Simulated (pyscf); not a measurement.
PySCF, gas phase, ωB97X-D3(BJ)/def2-SVP geometries. MP2 and CC: frozen core, UHF for open shells. ΔMP2 is the change of the MP2 total energy from the triple- to the quadruple-zeta basis.

### Question
Estimate the classical barrier height and the reaction energy of O=Ga–OH (SMILES [O]=[Ga][OH]) + NH₃ (SMILES N) → H₂N–Ga(OH)–OH (SMILES [NH2][Ga]([OH])[OH]) at CCSD(T)/def2-TZVPP + ΔMP2(QZVPP). The step runs on the singlet surface, breaks H–N and forms H–O, Ga–N; take the separated reactants as zero.

### Answer
ΔE‡ = -11.2 kcal/mol, ΔE = -61.6 kcal/mol. Zero-point energy shifts the barrier by +0.1 kcal/mol. It is an addition across a multiple bond or ene-type step, with an imaginary mode of 1274i cm⁻¹. On the reactant side the descent ends in an adduct with a Ga–N contact, 22.3 kcal/mol under the separated species and 8.7 kcal/mol under the saddle at ωB97X-D3(BJ)/def2-TZVP. On the product side the descent ends in a point that may be a rotor saddle (no frequency run), 1.8 kcal/mol over the lowest minimum found and 48.8 kcal/mol under the saddle at ωB97X-D3(BJ)/def2-TZVP. At CCSD(T) the saddle lies under the separated reactants, which points to a path from their complex (located at ωB97X-D3(BJ) alone). What is counted as formed (Ga–N) is already present as a longer contact in the reactant adduct; forming that adduct is a step of its own. At ωB97X-D3(BJ)/def2-TZVP the barrier from the zero used here is -13.7 kcal/mol. This is the saddle that the search found; another between the same sides may lie lower. The CCSD(T) − MP2 part came from Ansatz, without density fitting, on the same reference. The frozen core leaves the outer d or s,p core shells of the metals and heavy elements correlated in the MP2 and CC values, and def2-TZVPP describes them poorly, which can shift differences by a few kcal/mol. Elements up to Kr have no core potential and no relativistic terms here.
